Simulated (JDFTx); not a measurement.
System: chloroform, CHCl3 (SMILES ClC(Cl)Cl), charge 0, multiplicity 1; geometry: optimised with GFN2-xTB in vacuum (no frequencies checked; largest PBE force component 0.4 eV/Å).

Computed with a modified build of JDFTx: PBE, GBRV ultrasoft potentials, plane waves to 20/100 Ha. Liquid: CANDLE, water, 1 M NaCl. The liquid run sits in a periodic box with 3.75 Å from the outermost atoms to the faces; the vacuum run is isolated. The box matters at about 0.01 eV. ΔG_solv is the difference of the two single-point energies, liquid minus vacuum; no corrections are added.

Q: Estimate the solvation energy and its parts.

A: The solvation energy comes out as 5.7 kJ/mol and the part: cavitation term of the fluid is 52 kJ/mol. The part: dispersion term of the fluid is -33 kJ/mol and the part: electrostatic term of the fluid is -15.4 kJ/mol. The part: distortion of the solute's electrons comes out as 2.5 kJ/mol and the dipole moment in vacuum comes out as 1.02 D. The dipole moment in the liquid is 1.60 D, the highest occupied level in vacuum (zero: vacuum level) is -7.46 eV and the highest occupied level in the liquid (zero: bulk electrolyte) is -7.30 eV.
